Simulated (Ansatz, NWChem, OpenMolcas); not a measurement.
# How methods differ on PH3 (phosphine)

PH3 has 4 atoms, charge 0, and is taken as a singlet. As SMILES, `P`. The coordinates come from a PBE0-D4/def2-TZVP relaxation.

| atom | x (Å) | y (Å) | z (Å) |
| --- | --- | --- | --- |
| P | 0.3460 | -0.3265 | -0.3328 |
| H | 0.6309 | -0.0340 | 1.0270 |
| H | -1.0055 | -0.6630 | -0.0572 |
| H | 0.0287 | 1.0235 | -0.6369 |

Each level gives the energy change with the P1–H4 bond stretched from 1.420 to 2.130 Å (eV). The values are calculated.

| level | kind | program | value (eV) |
| --- | --- | --- | --- |
| SVWN5/aug-cc-pVTZ (restricted) | LDA | NWChem | 1.85 |
| BLYP/aug-cc-pVTZ (restricted) | GGA | OpenMolcas | 1.77 |
| M06-L/aug-cc-pVTZ (restricted) | meta-GGA | OpenMolcas | 2.08 |
| BHLYP/aug-cc-pVTZ (restricted) | global hybrid | NWChem | 2.17 |
| CAM-B3LYP/aug-cc-pVTZ (restricted) | range-separated hybrid | NWChem | 2.09 |
| PBE-QIDH/aug-cc-pVTZ (restricted) | double hybrid | Ansatz | 2.18 |
| MP2/aug-cc-pVTZ (restricted) | perturbation theory | Ansatz | 2.16 |
| BCCD(T)/aug-cc-pVTZ (restricted) | coupled cluster or CI | Ansatz | 1.91 |

The first shape isn't each level's own minimum. The values span 1.77 to 2.18 eV.
